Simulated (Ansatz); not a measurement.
in.yaml

```yaml
crystal:
  periodic: [false, false, false]
  atoms:
    - {symbol: B, position_ang: [0.000000, -0.015192, 1.474708]}
    - {symbol: Al, position_ang: [0.000000, -0.015192, -0.765743]}
    - {symbol: H, position_ang: [0.000000, 1.589802, 2.539353]}
    - {symbol: H, position_ang: [0.000000, -1.020172, 2.141344]}
basis:
  gaussian: {orbitals: def2-mTZVP}
magnetization: {spin_polarized: false}
correlation: {method: ccsd_t, electrons: outside_noble_gas, diis_vectors: 2}
```

```sh
$ ansatz run in.yaml --threads 1 --pin off --events-out ev --progress --plain --max-ram 2393MiB
```

The program prints:

```
439 factors; integrals over basis functions are off by at most 1.0e-3 eV
mean field evaluation 1: about -7280.6790 eV, gradient 1.1e1 eV
mean field evaluation 2: about -7280.6783 eV, gradient 1.1e1 eV
mean field evaluation 4: about -7281.7733 eV, gradient 1.3e0 eV
mean field evaluation 8: about -7281.7926 eV, gradient 5.1e-4 eV
mean field evaluation 16: about -7281.7945 eV, gradient 1.2e-1 eV
mean field evaluation 32: about -7276.3983 eV, gradient 1.2e1 eV
mean field evaluation 64: about -7277.8486 eV, gradient 1.3e-1 eV
mean field -7281.79263919 eV, -267.6009437139 hartree, gradient 2.2e-6 eV, S^2 0.000000; 3 other end points of the search recorded, 0 dependent functions left out; unrestricted orbitals would lower it
6 core orbitals not correlated: weight in the atoms' cores, before any rotation towards them, 1.000 or more for the frozen orbitals, at most 0.000 for the correlated occupied ones
reference -7281.79263919 eV, -267.6009437139 hartree; 4, 4 occupied and 37, 37 virtual orbitals, 439 factors
second order -3.05669688 eV of doubles, -0.00000000 eV of singles
cycle   1  -3.68541677 eV  change   -6.3e-1 eV  update   9.5e-2
cycle   2  -4.08907936 eV  change   -4.0e-1 eV  update   4.4e-2
cycle   3  -4.12585953 eV  change   -3.7e-2 eV  update   1.3e-2
cycle   4  -4.12895980 eV  change   -3.1e-3 eV  update   4.9e-3
cycle   5  -4.12954846 eV  change   -5.9e-4 eV  update   2.6e-3
cycle   6  -4.12905841 eV  change    4.9e-4 eV  update   1.5e-3
cycle   7  -4.12818069 eV  change    8.8e-4 eV  update   8.9e-4
cycle   8  -4.12766612 eV  change    5.1e-4 eV  update   4.4e-4
cycle   9  -4.12739956 eV  change    2.7e-4 eV  update   2.1e-4
cycle  10  -4.12724327 eV  change    1.6e-4 eV  update   1.2e-4
cycle  11  -4.12716838 eV  change    7.5e-5 eV  update   6.7e-5
cycle  12  -4.12714503 eV  change    2.3e-5 eV  update   4.3e-5
cycle  13  -4.12712886 eV  change    1.6e-5 eV  update   2.9e-5
cycle  14  -4.12712629 eV  change    2.6e-6 eV  update   1.7e-5
cycle  15  -4.12712634 eV  change   -5.3e-8 eV  update   1.1e-5
cycle  16  -4.12712791 eV  change   -1.6e-6 eV  update   6.6e-6
perturbative correction -0.13458410 eV, -0.0049458746 hartree
Total energy: -7286.05435120 eV, -267.7575587416 hartree
```

Ran on 1 thread of Arm Neoverse V1, shared host: 0.69 s wall, 0.18 GiB peak host memory.
